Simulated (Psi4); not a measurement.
Psi4 input (wB97X-D/6-311+G**):

```
memory 1500 MB

molecule {
-1 2
O    -0.00000000   -0.00000000   -0.67368277
O     0.00000000    0.00000000    0.67368277
symmetry c1
no_reorient
no_com
}

set {
  basis 6-311+G**
  reference uks
  scf_type pk
  dft_radial_points 99
  dft_spherical_points 590
  e_convergence 1e-8
  d_convergence 1e-7
  maxiter 150
}

e = energy('wb97x-d')
print_out(f'\nFINAL {e:.10f} DIPOLE {variable("CURRENT DIPOLE")[0]:.6f} {variable("CURRENT DIPOLE")[1]:.6f} {variable("CURRENT DIPOLE")[2]:.6f}\n')
```

From the last part of the output:

```
  HONO-1 :    8  A 1.9975432
  HONO-0 :    9  A 1.0000000
  LUNO+0 :   10  A 0.0024568
  LUNO+1 :   11  A 0.0002524
  LUNO+2 :   12  A 0.0002177
  LUNO+3 :   13  A 0.0001939

Computation Completed

Properties will be evaluated at   0.000000,   0.000000,   0.000000 [a0]

Properties computed using the SCF density matrix

 Multipole Moments:

 ------------------------------------------------------------------------------------
     Multipole            Electronic (a.u.)      Nuclear  (a.u.)        Total (a.u.)
 ------------------------------------------------------------------------------------

 L = 1.  Multiply by 2.5417464519 to convert [e a0] to [Debye]
 Dipole X            :          0.0000000            0.0000000            0.0000000
 Dipole Y            :         -0.0000000            0.0000000           -0.0000000
 Dipole Z            :         -0.0000000            0.0000000           -0.0000000
 Magnitude           :                                                    0.0000000

 ------------------------------------------------------------------------------------

FINAL -150.3333139258 DIPOLE 0.000000 -0.000000 -0.000000

*** Psi4 exiting successfully. Buy a developer a beer!
```

The dipole moment of an ion depends on the origin.
